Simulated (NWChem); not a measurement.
System: CH6Si; SMILES C[SiH3]

Excerpt of the output:

```
             Northwest Computational Chemistry Package (NWChem) 7.3.0
             --------------------------------------------------------

 C3V symmetry detected

                             Geometry "geometry" -> ""
                             -------------------------

 Output coordinates in angstroms (scale by  1.889725989 to convert to a.u.)

  No.       Tag          Charge          X              Y              Z
 ---- ---------------- ---------- -------------- -------------- --------------
    1 Si                  14.0000    -0.00000000    -0.00000000     0.63521504
    2 C                    6.0000     0.00000000     0.00000000    -1.24591596
    3 H                    1.0000     0.98964641     0.98964641     1.16433504
    4 H                    1.0000     0.36223573    -1.35188213     1.16433504
    5 H                    1.0000    -1.35188213     0.36223573     1.16433504
    6 H                    1.0000    -0.26629061     0.99381010    -1.63683996
    7 H                    1.0000    -0.72751949    -0.72751949    -1.63683996
    8 H                    1.0000     0.99381010    -0.26629061    -1.63683996

 Effective nuclear repulsion energy (a.u.)      62.4750524354

      Symmetry information
      --------------------

 Group name             C3v
 Group number             17
 Group order               6
 No. of unique centers     4

  xc_inp: hfexch multiplicative factor not found.

                                 NWChem DFT Module
                                 -----------------

 Summary of "ao basis" -> "ao basis" (spherical)
 ------------------------------------------------------------------------------
       Tag                 Description            Shells   Functions and Types
 ---------------- ------------------------------  ------  ---------------------
 Si                         pcseg-2                 12       34   5s4p2d1f
 C                          pcseg-2                 10       30   4s3p2d1f
 H                          pcseg-2                  6       14   3s2p1d

      Symmetry analysis of basis
      --------------------------

        a1         44
        a2         10
        e          94

  Rotation of axis

            General Information
            -------------------
          SCF calculation type: DFT
          Wavefunction type:  closed shell.
          No. of atoms     :     8
          No. of electrons :    26
           Alpha electrons :    13
            Beta electrons :    13
          Charge           :     0
          Spin multiplicity:     1
          Use of symmetry is: on ; symmetry adaption is: on
          Maximum number of iterations: 150
          AO basis - number of functions:   148
                     number of shells:    58
          Convergence on energy requested:  1.00D-06
          Convergence on density requested:  1.00D-05
          Convergence on gradient requested:  5.00D-04

              XC Information
              --------------
                     Hartree-Fock (Exact) Exchange  1.000

      Superposition of Atomic Density Guess
      -------------------------------------

 Sum of atomic energies:        -329.50147130

      Non-variational initial energy
      ------------------------------

 Total energy =    -330.444094
 1-e energy   =    -577.571955
 2-e energy   =     184.652808
 HOMO         =      -0.404188
 LUMO         =       0.036496

      Symmetry analysis of molecular orbitals - initial
      -------------------------------------------------

  Numbering of irreducible representations:

     1 a1          2 a2          3 e

  Orbital symmetries:

     1 a1          2 a1          3 a1          4 a1          5 e
     6 e           7 a1          8 a1          9 e          10 e
    11 e          12 e          13 a1         14 a1         15 a1
    16 e          17 e          18 a1         19 e          20 e
    21 e          22 e          23 e

     ---------------------------------------------
      Total Density - Mulliken Population Analysis
     ---------------------------------------------

    Atom       Charge   Shell Charges
 -----------   ------   -------------------------------------------------------
    1 Si  14    13.39   2.00  0.47  1.52  0.77  0.50  5.92  0.52  1.32  0.24  0.01  0.11  0.01
    2 C    6     6.52   2.00  0.57  0.49  0.15  1.36  1.55  0.38  0.00  0.01 -0.00
    3 H    1     1.13   0.37  0.59  0.15  0.00  0.02  0.00
    4 H    1     1.13   0.37  0.59  0.15  0.00  0.02  0.00
    5 H    1     1.13   0.37  0.59  0.15  0.00  0.02  0.00
    6 H    1     0.90   0.38  0.43  0.04  0.01  0.04  0.00
    7 H    1     0.90   0.38  0.43  0.04  0.01  0.04  0.00
    8 H    1     0.90   0.38  0.43  0.04  0.01  0.04  0.00

   convergence    iter        energy       DeltaE   RMS-Dens  Diis-err
 ---------------- ----- ----------------- --------- --------- ---------
 d= 0,ls=0.0,diis     1   -330.2879064281 -3.93D+02  1.80D-03  1.37D-01
 d= 0,ls=0.0,diis     2   -330.3136642763 -2.58D-02  6.08D-04  1.20D-02
 d= 0,ls=0.0,diis     3   -330.3161993922 -2.54D-03  2.50D-04  2.07D-03
 d= 0,ls=0.0,diis     4   -330.3165828021 -3.83D-04  6.24D-05  3.11D-05
 d= 0,ls=0.0,diis     5   -330.3165936936 -1.09D-05  1.24D-05  1.22D-06
 d= 0,ls=0.0,diis     6   -330.3165941191 -4.25D-07  4.05D-06  8.76D-08

         Total DFT energy =     -330.316594119114
      One electron energy =     -579.973628178631
           Coulomb energy =      214.890638353466
    Exchange-Corr. energy =      -27.708656729370
 Nuclear repulsion energy =       62.475052435421

 Numeric. integr. density =        0.000000000000

                  Occupations of the irreducible representations
                  ----------------------------------------------

                     irrep           alpha         beta
                     --------     --------     --------
                     a1                7.0          7.0
                     a2                0.0          0.0
                     e                 6.0          6.0

                       DFT Final Molecular Orbital Analysis
                       ------------------------------------

 Vector   11  Occ=2.000000D+00  E=-4.668178D-01  Symmetry=e
              MO Center=  4.4D-01,  7.2D-02,  8.3D-01, r^2= 2.6D+00
   Bfn.  Coefficient  Atom+Function         Bfn.  Coefficient  Atom+Function
  ----- ------------  ---------------      ----- ------------  ---------------
    66      0.303512  3 H  s                 80     -0.236748  4 H  s
    13      0.214151  1 Si py                65      0.204994  3 H  s
    79     -0.159901  4 H  s                 67      0.134124  3 H  s
     7     -0.132554  1 Si py                10      0.115220  1 Si py
    12      0.109499  1 Si px                81     -0.104621  4 H  s

 Vector   12  Occ=2.000000D+00  E=-4.668178D-01  Symmetry=e
              MO Center= -4.4D-01, -7.2D-02,  8.3D-01, r^2= 2.6D+00
   Bfn.  Coefficient  Atom+Function         Bfn.  Coefficient  Atom+Function
  ----- ------------  ---------------      ----- ------------  ---------------
    94      0.311919  5 H  s                 12     -0.214151  1 Si px
    80     -0.213779  4 H  s                 93      0.210673  5 H  s
    79     -0.144388  4 H  s                 95      0.137839  5 H  s
     6      0.132554  1 Si px                 9     -0.115220  1 Si px
    13      0.109499  1 Si py               136      0.102204  8 H  s

 Vector   13  Occ=2.000000D+00  E=-4.554046D-01  Symmetry=a1
              MO Center= -1.1D-14,  8.0D-15, -4.4D-01, r^2= 2.3D+00
   Bfn.  Coefficient  Atom+Function         Bfn.  Coefficient  Atom+Function
  ----- ------------  ---------------      ----- ------------  ---------------
    44      0.313560  2 C  pz                41      0.304712  2 C  pz
    14     -0.259851  1 Si pz                 8      0.156789  1 Si pz
    11     -0.137877  1 Si pz                47      0.111824  2 C  pz
    66     -0.099270  3 H  s                 80     -0.099270  4 H  s
    94     -0.099270  5 H  s                 37      0.092736  2 C  s

 Vector   14  Occ=0.000000D+00  E= 9.519910D-02  Symmetry=a1
              MO Center=  1.3D-12, -2.2D-12, -1.1D+00, r^2= 8.4D+00
   Bfn.  Coefficient  Atom+Function         Bfn.  Coefficient  Atom+Function
  ----- ------------  ---------------      ----- ------------  ---------------
    38      3.033500  2 C  s                109     -0.970844  6 H  s
   123     -0.970844  7 H  s                137     -0.970844  8 H  s
    17      0.805933  1 Si pz                37     -0.545454  2 C  s
    67     -0.372547  3 H  s                 81     -0.372547  4 H  s
    95     -0.372547  5 H  s                  5      0.294740  1 Si s

[...]

                         DFT ENERGY GRADIENTS

    atom               coordinates                        gradient
                 x          y          z           x          y          z
   1 Si     -0.000000  -0.000000   1.200382    0.000000   0.000000  -0.005759
   2 C       0.000000   0.000000  -2.354440   -0.000000  -0.000000   0.009072
   3 H       1.870161   1.870161   2.200274    0.004490   0.004490   0.002617
   4 H       0.684526  -2.554687   2.200274    0.001643  -0.006133   0.002617
   5 H      -2.554687   0.684526   2.200274   -0.006133   0.001643   0.002617
   6 H      -0.503216   1.878029  -3.093179   -0.002752   0.010271  -0.003721
   7 H      -1.374812  -1.374812  -3.093179   -0.007519  -0.007519  -0.003721
   8 H       1.878029  -0.503216  -3.093179    0.010271  -0.002752  -0.003721
```

Level: Hartree-Fock/pcseg-2. Geometry: optimised at PBE0/def2-SVP.

Reconstruct the input file.

Several could match; the one computed here: the input that was run:
```
start job
memory heap 200 mb stack 900 mb global 1100 mb
geometry units angstroms noautoz
  Si     0.000000     0.000000     0.621832
  C      0.000000     0.000000    -1.259299
  H     -1.056900    -0.917476     1.150952
  H     -0.266108     1.374040     1.150952
  H      1.323008    -0.456564     1.150952
  H      0.195647    -1.010095    -1.650223
  H      0.776944     0.674483    -1.650223
  H     -0.972591     0.335612    -1.650223
end
basis spherical
  Si library pcseg-2
  C library pcseg-2
  H library pcseg-2
end
dft
  xc hfexch
  iterations 150
  mulliken
end
task dft gradient
```
